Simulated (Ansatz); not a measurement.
# CNS+ (triplet): from Hartree-Fock to the top rungs, cc-pVDZ

How much of the correlation energy of CNS+ (triplet) does each wave-function method recover here?

Program: Ansatz 0.2.0, Gaussian basis. Level of theory: cc-pVDZ, core rule «outside noble gas», up to 7 orbitals frozen. These are calculated values, not measurements.

Plan: UHF; CCSD(T) on ROHF; CCSD(T) on UHF; BCCD(T) on ROHF; CISD; CCSDT(Q) on ROHF; CCSDT(Q) on UHF; CASSCF and MRCISD+Q, 12 electrons in 11 orbitals; CASSCF and NEVPT2, 12 electrons in 11 orbitals.

15 further runs of the same task are left out: 3 that didn't finish, 12 set aside as unsound or not needed.

### Step 1. The geometry

The geometry is a PBE0/def2-TZVP stationary point (not a proven minimum) of the parent state, kept for this charge and spin.

3 atoms, charge 1, spin multiplicity 3.

Atoms are counted from 1 here; the program's logs count them from 0.

Bond lengths: N1–C2 1.175 Å, C2–S3 1.619 Å. Angles: N1–C2–S3 180.0°.

### Step 2. UHF

File in.yaml:

```yaml
crystal:
  periodic: [false, false, false]
  atoms:
    - {symbol: N, position_ang: [0.000000, 0.000000, -1.322700]}
    - {symbol: C, position_ang: [0.000000, 0.000000, -0.148100]}
    - {symbol: S, position_ang: [0.000000, 0.000000, 1.470800]}
basis:
  gaussian: {orbitals: cc-pVDZ}
total_charge: 1
magnetization: {spin_polarized: true, initial_magnetization: 2}
hamiltonian: {xc: hf}
output: {orbitals: {seedname: orbitals}}
```

Command:

```
> ansatz run in.yaml --threads 1 --pin off --events-out ev --progress --plain --max-ram 2393MiB
```

The runs that follow: CCSD(T) on ROHF; CCSD(T) on UHF; BCCD(T) on ROHF; CISD; CCSDT(Q) on ROHF; CCSDT(Q) on UHF; CASSCF and MRCISD+Q, 12 electrons in 11 orbitals; CASSCF and NEVPT2, 12 electrons in 11 orbitals.

**Question.** What will the summary of the whole plan be? Wanted: UCCSDT(Q) below the RHF energy; RMP2 from UCCSDT(Q); UMP2 from UCCSDT(Q); RCCSD from UCCSDT(Q); RCCSD(T) from UCCSDT(Q); UCCSD(T) from UCCSDT(Q); RCCSDT(Q) from UCCSDT(Q); NEVPT2 valence from UCCSDT(Q); MRCISD+Q valence from UCCSDT(Q).

**Answer**, as computed:

```
                         quantity                        value
   UCCSDT(Q) below the RHF energy                  -11.6619 eV
              RMP2 from UCCSDT(Q)              +25.45 kcal/mol
              UMP2 from UCCSDT(Q)              +44.65 kcal/mol
             RCCSD from UCCSDT(Q)              +14.52 kcal/mol
          RCCSD(T) from UCCSDT(Q)               +1.93 kcal/mol
          UCCSD(T) from UCCSDT(Q)               +2.48 kcal/mol
         RCCSDT(Q) from UCCSDT(Q)               -0.02 kcal/mol
    NEVPT2 valence from UCCSDT(Q)              +30.21 kcal/mol
  MRCISD+Q valence from UCCSDT(Q)               +0.76 kcal/mol
levels within 1 kcal/mol (43 meV)  RCCSDT(Q), MRCISD+Q valence
                    T1 diagnostic                        0.045
   effectively unpaired electrons                         2.10
```

What this shows: RCCSD(T) lands +1.93 kcal/mol from the yardstick (0.7 % of the correlation energy). CCSD(T) misses by +1.93 kcal/mol on the restricted determinant and by +2.48 kcal/mol on the unrestricted one; the two need not hold the same state or core. The occupations are near whole numbers, but T1 = 0.045 shows that the orbitals relax strongly. Of the multireference levels listed MRCISD+Q valence comes nearest in total energy (+0.76 kcal/mol), which doesn't show that its space is the better one. These misses are within one basis, not against nature; the frozen cores of restricted and unrestricted runs differ, which can shift their rows.
